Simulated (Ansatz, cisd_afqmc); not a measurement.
System: CN, charge 1, singlet. A triplet may lie lower; no result for it is given here. CN+ (parent SMILES [C]#N, singlet).
B3LYP-D3(BJ)/def2-TZVP minimum from Ansatz (a first-principles code):
```
C
N 1 1.1723
```
Charge +1, spin multiplicity 1.

Total energies in cc-pVTZ, 8 correlated electrons, 2 frozen orbitals. UHF or UKS for unpaired electrons; spin-orbit terms are left out. Correlated methods leave the cores frozen. No relativity. The Monte Carlo rows (phaseless AFQMC, CISD trial, step 0.005/hartree) carry one-sigma bars that omit the constraint's bias. Outlying blocks are dropped, and bars are widened where a walk drifts. Over all cases where full CI ran beside it in this data, AFQMC minus full CI had a median of +0.1 mEh and passed +0.4 mEh in a tenth of the cases. The T1 diagnostic of CN+ (parent SMILES [C]#N, singlet) reaches 0.073 in the sets run. The restricted determinant of CN+ (parent SMILES [C]#N, singlet) is unstable towards broken spin symmetry in at least one set run.

| method | program | energy (Eh) | minus CCSDTQ (mEh) |
|---|---|---|---|
| HF | Ansatz | -91.64074 | 421.66 |
| MP2 | Ansatz | -92.03648 | 25.92 |
| CCSD | Ansatz | -92.02392 | 38.48 |
| CCSD(T) | Ansatz | -92.06437 | -1.97 |
| CCSDT(Q) | Ansatz | -92.06447 | -2.07 |
| CCSDTQ | Ansatz | -92.06240 | 0.00 |
| AFQMC/CISD | cisd_afqmc | -92.0515 ± 0.0004 | 10.9 ± 0.4 |

Rough core times of Ansatz's runs on a shared machine: CCSD(T) under 20 s, CCSDT(Q) under 20 s, CCSDTQ 7 min.
